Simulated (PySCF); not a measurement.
BH2Cl.
SMILES: `[H]B([H])Cl`

The closed-shell ground state was solved at several levels (PySCF, density fitting, gas phase, non-relativistic). Isolated species at its PBE0-D3(BJ)/def2-SVP geometry, gas phase.

| level | basis functions | HOMO (eV) | LUMO (eV) | gap (eV) | dipole (D) |
| --- | --- | --- | --- | --- | --- |
| wB97X-D/pcSseg-1 | 51 | -10.62 | 0.06 | 10.68 | 0.82 |
| CAM-B3LYP/def2-SVPD | 63 | -10.10 | -0.75 | 9.35 | 0.66 |

Q: Estimate the row for PBE0/pcSseg-1, a basis of 51 functions; the other rows only guide the guess.

A: HOMO -8.70 eV, LUMO -1.87 eV, gap 6.83 eV, dipole 0.69 D.

Q: Over all these levels, which gives the widest orbital gap and which the narrowest?

A: wB97X-D/pcSseg-1 (range-separated hybrid) has the widest, 10.68 eV, and PBE0/pcSseg-1 (global hybrid, 25 % exact exchange) the narrowest, 6.83 eV. The two share the basis. From the narrowest to the widest the HOMO moves by -1.92 eV and the LUMO by +1.93 eV.

Q: How far do the dipole and the HOMO energy spread over the levels?

A: The dipole runs from 0.66 to 0.82 D (mean 0.72 D) and the HOMO from -10.62 to -8.70 eV.
